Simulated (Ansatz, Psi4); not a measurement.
## Exact exchange and the HOMO–LUMO gap of C2H4Si (ethynylsilane)

C2H4Si has 7 atoms, charge 0, and is taken as a singlet. SMILES: `C#C[SiH3]`. Geometry: relaxed at PBE0-D4/def2-TZVP.

The HOMO–LUMO gap y, in eV, basis 6-311+G(d,p); a is the functional's share of exact exchange. Programs: Ansatz 0.2.0, Psi4 1.11.

```
functional  program     a  y (eV)
       PBE     Psi4     0    6.06
    revPBE     Psi4     0    6.07
     B3LYP     Psi4   0.2       ?
   r2SCAN0   Ansatz  0.25    8.53
      PBE0     Psi4  0.25    8.20
     BHLYP     Psi4   0.5    9.84
```

Q: Fit y = c + s·a to the known rows and predict B3LYP.

A: 
1. Means of the 5 rows: a = 0.2000, y = 7.740.
2. Σ(Δa)² = 0.175, Σ(Δa·Δy) = 1.3625, so the slope is 1.3625/0.175 = 7.7857.
3. Intercept: 7.740 − (7.7857) × 0.2000 = 6.183. The largest residual of the fit is 0.40.
4. B3LYP: 6.183 + (7.7857) × 0.2 = 7.74 eV.

The run gave 7.75 eV, so the prediction is off by -0.01 eV, within the largest residual. Exact exchange lowers occupied levels and raises empty ones.
